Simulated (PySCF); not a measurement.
Species: acetone, C₃H₆O, charge 0, multiplicity 1. SMILES: CC(=O)C
Structure (B3LYP-D3(BJ)/def2-TZVP (Ansatz) minimum search):
```
C
O 1 1.2088
C 1 1.5128 2 121.80
H 3 1.0873 1 110.09 2 0.36
H 3 1.0930 4 109.79 1 -121.49
H 3 1.0930 4 109.75 5 -117.13
C 1 1.5128 2 121.80 3 180.00
H 7 1.0873 1 110.09 2 0.36
H 7 1.0930 8 109.79 1 -121.49
H 7 1.0930 8 109.75 9 -117.13
```

Dispersion corrections to the total energy (kcal/mol) from the dftd3 and dftd4 libraries through PySCF: D3(BJ) without and D4 with the three-body term, each with the damping fitted for the functional named.

```json
[
 {"functional": "HF", "D3(BJ)": "___", "D4": "-13.29"},
 {"functional": "TPSS", "D3(BJ)": "-4.57", "D4": "-4.53"},
 {"functional": "r2SCAN", "D3(BJ)": "___", "D4": "-0.83"},
 {"functional": "BP86", "D3(BJ)": "-5.43", "D4": "-4.26"},
 {"functional": "PW6B95", "D3(BJ)": "-1.61", "D4": "-2.89"},
 {"functional": "PBE0", "D3(BJ)": "-3.10", "D4": "___"},
 {"functional": "HSE06", "D3(BJ)": "-2.18", "D4": "-2.53"}
]
```

Q: Complete the blanks.

A: 
- HF, D3(BJ): -31.22
- r2SCAN, D3(BJ): -1.00
- PBE0, D4: -2.76
